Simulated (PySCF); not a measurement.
**EPR parameters of ClH3PSi**

ClH3PSi (doublet state).
Geometry (GFN2-xTB, Å), atoms numbered from 1 in this order:
```
atom  x, y, z in Å
P1    -1.100   -0.606    0.171
Si2    0.853    0.474   -0.009
Cl3    2.069   -0.541   -1.283
H4    -1.736    0.416    0.855
H5    -1.613   -0.201   -1.052
H6     1.530    0.460    1.296
```

The hyperfine couplings belong to this conformer and change with its torsions.

As a line formula: `[SiH](P)Cl` [radical].

The calculation used UKS B3LYP, pcH-1 on Cl H P Si, non-relativistic, mean-field spin-orbit, GIAO in PySCF. One conformer (not necessarily the lowest) at the GFN2-xTB geometry, without solvent, vibrations or thermal averaging. A GFN2-xTB geometry isn't a minimum of the functional, and hyperfine couplings can be far from their values at a DFT geometry, by a factor of two or more for some ions and for spin on atoms past the first row. The SCF solution wasn't tested for stability.

- g1, g2, g3: 2.00154, 2.00694, 2.00995
- g_iso: 2.00614
- Form of g: rhombic: the two nearest values differ by 36 % of g3 − g1
- ⟨S²⟩: 0.7525 (exact 0.7500)
- α and β electrons: 25, 24
- HOMO–LUMO gap, α and β orbitals: 5.55, 4.64 eV

Isotropic coupling and dipolar principal values T1 to T3, in MHz; ρ(0) is the spin density at the nucleus:

| atom | isotope | a_iso | of which spin–orbit | T1 | T2 | T3 | Mulliken spin population | ρ(0) (bohr⁻³) |
| --- | --- | --- | --- | --- | --- | --- | --- | --- |
| P1 | 31P | -6.1 | -0.4 | -72.0 | -63.5 | 135.4 | 0.14 | -0.0031 |
| Si2 | 29Si | -587.0 | 0.5 | -147.0 | 72.0 | 75.0 | 0.75 | 0.6611 |
| Cl3 | 35Cl | 16.5 | 0.4 | -19.1 | -17.9 | 37.0 | 0.06 | 0.0368 |
| H4 | 1H | 6.0 | 0.0 | -4.5 | 0.2 | 4.3 | 0.00 | 0.0013 |
| H5 | 1H | 24.8 | 0.0 | -4.4 | -0.3 | 4.7 | 0.01 | 0.0056 |
| H6 | 1H | 86.4 | 0.0 | -7.4 | 0.3 | 7.1 | 0.03 | 0.0193 |

Largest spin populations (Mulliken): Si2 (+0.75), P1 (+0.14) and Cl3 (+0.06). The angles at Si2 add up to 324.4°, so it is pyramidal.

Under fast tumbling the dipolar parts average out, and these isotropic splittings remain: 1 × 1H (H6, I = 1/2, 2 lines) with 3.08 mT, 1 × 35Cl (Cl3, I = 3/2, 4 lines) with 0.59 mT, 2 × 1H (H4/H5, I = 1/2, 3 lines) with 0.55 mT and 1 × 31P (P1, I = 1/2, 2 lines) with 0.22 mT.

Class means assume fast exchange of nuclei equivalent by connectivity; if that motion is slow, each nucleus keeps its own coupling. The 1H value of +15.4 MHz is a mean of couplings from 6.0 to 24.8 MHz in this one geometry, not an average over conformers.

Main isotope only: 35Cl (natural samples also hold 24 % 37Cl, magnetic too, which adds its own pattern).

The 29Si coupling of Si2 (-587.0 MHz) shows only in satellite lines or after enrichment, since that isotope makes up about 4.7 % of natural silicon.
